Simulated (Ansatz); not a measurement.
**CH2AlN: one species, many methods**

An exercise on one series of results from a longer session: the logs are not shown, and one member is left open.

Program: Ansatz 0.2.0, Gaussian basis. Level of theory: functionals in def2-TZVPP, the program's frozen cores in correlated methods. These are calculated values, not measurements.

Levels to be run: LDA (SPW92), PBE-D4, revPBE-D4, BLYP-D4, r2SCAN-D4, B97M-V, PBE0-D4, B3LYP-D4, r2SCANh-D4, r2SCAN0-D4, HSE06-D4, BHLYP-D4, CAM-B3LYP-D4, LC-ωPBE, ωB97X-V, ωB97M-V, B2PLYP, PBE-QIDH; CCSD(T)/def2-SVP; CCSD(T)/def2-TZVPP; MP2/def2-QZVPP; extrapolation to the limit; RPA on PBE.

2 further runs of the same task are left out: 2 that didn't finish.

### The relaxed structure

The geometry comes from an earlier relaxation with PBE0-D4 in a triple-zeta def2 set; it is a stationary point.

SMILES `[CH]1=[N][AlH]1`, 5 atoms, charge 0, spin multiplicity 1.

Atoms are counted from 1 here; the program's logs count them from 0.

Bond lengths: C1–N2 1.290 Å, C1–Al3 1.834 Å, C1–H4 1.098 Å, N2–Al3 1.835 Å, Al3–H5 1.563 Å. Angles: N2–C1–Al3 69.4°, N2–C1–H4 125.9°, Al3–C1–H4 164.6°, C1–N2–Al3 69.4°, C1–Al3–N2 41.2°, C1–Al3–H5 175.1°, N2–Al3–H5 143.8°.

The first run:

in.yaml reads:

```yaml
crystal:
  periodic: [false, false, false]
  atoms:
    - {symbol: C, position_ang: [-0.629699, -0.698916, -0.035185]}
    - {symbol: N, position_ang: [0.170209, -0.598846, 0.971666]}
    - {symbol: Al, position_ang: [0.506991, 0.724001, -0.254678]}
    - {symbol: H, position_ang: [-1.411163, -1.459867, -0.163944]}
    - {symbol: H, position_ang: [1.413562, 1.959930, -0.559259]}
basis:
  gaussian: {orbitals: def2-TZVPP}
hamiltonian: {xc: lda}
output: {orbitals: {seedname: orbitals}}
```

On the command line:

```
$ ansatz run in.yaml --threads 2 --pin off --events-out ev --progress --plain --max-ram 4352MiB
```

Steps of the session up to this table: LDA; PBE-D4 (GGA); revPBE-D4 (GGA); BLYP-D4 (GGA); r2SCAN-D4 (meta-GGA); B97M-V (meta-GGA); PBE0-D4 (hybrid); B3LYP-D4 (hybrid); r2SCANh-D4 (hybrid); r2SCAN0-D4 (hybrid); HSE06-D4 (hybrid); BHLYP-D4 (hybrid); CAM-B3LYP-D4 (range-separated); LC-ωPBE (range-separated); ωB97X-V (range-separated); ωB97M-V (range-separated); B2PLYP (double hybrid); PBE-QIDH (double hybrid).

One table of the session follows, with a row left open; its other results are not shown here.

It belongs to the step «Orbital energies across the functionals». 

```
  functional  HOMO (eV)  gap (eV)
 LDA (SPW92)      -4.63      2.38
      PBE-D4      -4.49      2.48
   revPBE-D4      -4.44      2.52
     BLYP-D4      -4.37      2.47
   r2SCAN-D4      -4.65      2.96
      B97M-V      -4.70      2.88
     PBE0-D4      -5.59      4.39
    B3LYP-D4      -5.41      3.99
  r2SCANh-D4      -5.06      3.68
  r2SCAN0-D4      -5.71      4.73
    HSE06-D4          ?         ?
    BHLYP-D4      -6.65      6.22
CAM-B3LYP-D4      -6.89      6.60
     LC-ωPBE      -8.14      8.94
     ωB97X-V      -7.83      8.53
     ωB97M-V      -7.73      8.15
```

Q: Estimate the row for HSE06-D4 from the others.

The run gave: HOMO (eV): -5.20; gap (eV): 3.63. In the column «HOMO (eV)» it lies between B3LYP-D4 (-5.41) and r2SCANh-D4 (-5.06).
